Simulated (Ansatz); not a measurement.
System: C2H4NO (charge 0, doublet). It need not be the lowest isomer of its formula. 
Coordinates optimised at B3LYP-D3(BJ)/def2-TZVP (Ansatz, a program for electronic structure):
```
C
O 1 1.2263
N 1 1.3732 2 121.77
H 3 1.0038 1 121.90 2 170.47
H 3 1.0058 4 118.49 1 163.33
C 1 1.4517 2 122.04 3 -178.88
H 6 1.0788 1 117.74 2 -0.71
H 6 1.0818 7 119.57 1 -179.64
```
Charge 0, spin multiplicity 2.

Computed values are from Ansatz. Cores are frozen in the correlated levels unless marked. UHF or UKS for open shells. No spin-orbit coupling. Non-relativistic. CBS marks a two-point X^-3 extrapolation of the correlation energy; Hartree-Fock from the larger set. [CCSD(T)-MP2]/basis is that difference in the basis named.

What is the total energy at RI-MP2/CBS(cc-pVTZ,cc-pVQZ)+[CCSD(T)-MP2]/cc-pVTZ?

-208.3301 Eh.

What is the dipole moment at wB97M-V/def2-TZVPD?

3.93 D.

What is the T1 diagnostic at CCSD/cc-pVTZ?

0.018.

What is the atomisation energy De at RI-MP2/CBS(cc-pVTZ,cc-pVQZ)+[CCSD(T)-MP2]/cc-pVTZ?

3181.4 kJ/mol.
